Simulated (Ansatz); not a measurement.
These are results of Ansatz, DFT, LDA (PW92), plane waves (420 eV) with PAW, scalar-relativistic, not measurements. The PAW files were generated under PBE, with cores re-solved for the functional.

An element in the hcp structure gives this curve. The cell is scaled uniformly from the relaxed one, with fractional coordinates and shape fixed. Energies are extrapolated to zero smearing, pressures are those at the given smearing. Magnetic state: spin not included.

```
V (Å³/atom)  E − E₀ (meV/atom)  P (GPa)
     17.844               89.5    13.50
     18.655               36.2     7.81
     19.466                8.3     3.43
     20.277                0.0     0.06
     21.088                6.6    -2.51
     21.899               24.8    -4.45
     22.710               51.6    -5.89
```

(1) Which element is it?
A. arsenic
B. cadmium
C. zirconium
D. lithium

Answers

(1) B. Its fit is V₀ = 20.29 Å³/atom, B₀ = 73 GPa, B₀′ = 5.7.
